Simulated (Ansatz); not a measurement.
# B2H5Si−: where a starting geometry ends

The starting geometry of this gas-phase singlet was built from a drawn formula by distance geometry and a force field; its bonds are those of `[BH3-]B=[SiH2]`.

```csv
atom,x (Å),y (Å),z (Å)
B,-1.0195,1.4681,-0.0463
B,-1.8402,1.5772,1.2360
Si,-3.2364,1.2243,1.8146
H,-1.3882,1.8904,-1.0662
H,-0.2257,2.1948,0.4615
H,-0.5087,0.4033,-0.2412
H,-4.1697,1.7600,0.8693
H,-2.6096,2.1259,2.8018
```

Q: Predict what it relaxes into with r2SCAN-D4/def2-SVPD.

A: A new bond forms, giving a structure with H5 bridging B1 and B2, given below by its coordinates. Distances that change by over a tenth: B1–H5 (1.19 → 1.41 Å), B2–Si3 (1.55 → 1.91 Å). Contacts that close: B2–H5 (1.89 → 1.37 Å).

The energy falls by 4.70 eV over 23 steps:

```
step  E − E(last) (eV)
   1             4.702
   3             0.628
   6             0.430
   8             0.410
  11             0.402
  13             0.383
  16             0.130
  18             0.043
  21             0.001
  23             0.000
```

Final geometry (Å):

```xyz
8

B    -0.8367    1.2950   -0.4931
B    -2.0179    1.4732    0.5542
Si   -3.1590    1.4075    2.0852
H    -0.5801    2.1763   -1.2994
H    -0.7328    1.8999    0.7711
H    -0.0917    0.3288   -0.4836
H    -4.6179    1.4727    1.6819
H    -2.9618    2.5905    3.0133
```

The end wasn't checked by frequencies. Run with Ansatz 0.2.0, 22 s on 2 threads of Intel(R) Xeon(R) 6975P-C (Granite Rapids), with other jobs on the host.
